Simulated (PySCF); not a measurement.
These 2 structures share the formula C10H9N. Computed with PySCF, PBE0-D3(BJ)/def2-SVP geometry optimisation, gas phase. Energies are electronic, without zero-point or thermal terms, for one conformer each. No frequencies were run at this level. Point groups hold within 0.08 Å.

Task: Order them by energy at this level, lowest first, and give relative energies in kcal/mol.
A. `[cH:1]1[cH:2][cH:3][c:4](-[n:5]2[cH:6][cH:7][cH:8][cH:9]2)[cH:10][cH:11]1` with C3–C4–N5–C6 145°
B. `[CH:1]1=[CH:2][C:3](=[CH:4][n:5]2[cH:6][cH:7][cH:8][cH:9]2)[CH:10]=[CH:11]1` with C3–C4–N5–C6 15°

Result: A (0.0), B (34.0).

As drawn, the higher has a C=C bond outside aromatic rings, which the lower lacks.

```json
{"SMILES": "c1ccc(-n2cccc2)cc1", "E (Eh)": "-440.41134", "E rel (kcal/mol)": "0.0", "dipole (D)": "1.55", "point group": "C2", "A, B, C (MHz)": "3521, 705.4, 605.2"}
{"SMILES": "C1=CC(=Cn2cccc2)C=C1", "E (Eh)": "-440.35716", "E rel (kcal/mol)": "34.0", "dipole (D)": "1.30", "point group": "C1", "A, B, C (MHz)": "3924, 606.0, 529.0"}
```
